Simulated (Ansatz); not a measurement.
Basis-set extrapolation for C₄H₇ClO (`C/C(O)=C/CCl`) (PBE0-D4/def2-TZVP geometry, frozen core, Ansatz 0.2.0). Multiplicity 1, RHF reference.

```tsv
	def2-TZVPP	def2-QZVPP
HF	-689.997920	-690.021395
MP2 correlation	-1.095438	-1.177111
CCSD(T) correlation	-1.193824	not run
```

Energies in hartree. Use E(X) = E(∞) + A·exp(−7.88·√X) for Hartree–Fock and E(X) = E(∞) + B·X^(−2.97) for correlation, with X = 3 and 4, and add CCSD(T) minus MP2 of the smaller set to the MP2 limit.

Question: What is the CCSD(T) energy at the basis-set limit?

Answer: HF limit: -690.021395 + (-0.023475) × 0.13774 = -690.02463. MP2 limit: -1.177111 + (-0.081673) × 0.74074 = -1.23761. Higher-order term: -1.193824 − (-1.095438) = -0.09839. Total: -691.36063 hartree, 106.0 kcal/mol below CCSD(T)/def2-TZVPP.
